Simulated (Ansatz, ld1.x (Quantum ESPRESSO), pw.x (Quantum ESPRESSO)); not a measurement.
Rb: does the TM potential hold in the solid?

ld1.x (Quantum ESPRESSO) 7.5 input, shortened:

```
&input
   title='Rb', zed=37., rel=1, dft='PBE', iswitch=3,
   config='[Kr] 4d0 5s0.5 5p0.5'
 /
 &inputp
   pseudotype=2, tm=.true., lloc=0,
   nlcc=.false.
 /
3
5P  2  1   0.50   0.00  4.20  4.20  0.0
4D  3  2   0.00   0.00  4.20  4.20  0.0
5S  1  0   0.50   0.00  3.65  3.65  0.0
 &test
   configts(1)='4d0 5s0.5 5p0.5'
 /
```

Atomic tests: cutoffs needed: 6 Ry and 6 Ry (the cutoffs (Ry, on a coarse ladder) from which the occupation-weighted sum of valence levels, in a spherical-Bessel basis at the reference potential, stays within 10 and 1 mRy of its value at 400 Ry); ghost test: no extra level below or beside the all-electron valence levels (p, d, s, f tested) (spherical-Bessel basis up to 400 Ry, 20 bohr box); largest excitation error: +62 meV (all-electron minus pseudo) for 4d1 5s0 5p0, out of 5 test configurations.

Crystal test: bcc Rb in pw.x 7.5, no spin, 8³ k-points, Fermi–Dirac smearing 0.01 Ry, cutoffs 35/140 Ry. The reference is all-electron LAPW (Ansatz 0.2.0) with the same functional, mesh and smearing; V0 and B0 come from Birch–Murnaghan fits to the pressures at five volumes. Errors are pseudo minus all-electron; Δ is the rms difference of the E(V) curves that follow from these fits, minima aligned, over ±6 % about the mean V0. Mesh and smearing are coarse, so the numbers serve the comparison and aren't converged zero-temperature values; the lattice is a test structure that the element need not adopt.

All-electron: a0 = 5.681 Å (V0 = 91.67 Å³/atom), B0 = 2.7 GPa.

Q: How far does the potential miss the all-electron equation of state?

A: mean pressure error (GPa): -0.06; a0 (Å): 5.628; a0 error (%): -0.94; B0 error (%): -12.9; Δ (meV/atom): 1.5. This is a poor potential for the solid.

```tsv
V (Å³/atom)	P all-electron (GPa)	P pseudo (GPa)
87.211	0.15	0.05
89.506	0.07	-0.01
91.801	-0.00	-0.07
94.096	-0.07	-0.12
96.391	-0.12	-0.16
```

Q: At the middle volume, how do free energy and pressure move when the wave cutoff is lowered (ecutrho kept at four times it)?

A:

| cutoff (Ry) | shift of F (meV/atom) | shift of P (GPa) |
| --- | --- | --- |
| 16 | +0.1 | +0.00 |
| 21 | +0.0 | +0.00 |
| 28 | +0.0 | +0.00 |

The run at the middle volume (29 k-points, 7 iterations) took about 6.5 s on one core of a shared host (Neoverse-V1, 32 threads, 247 GiB, load 22).
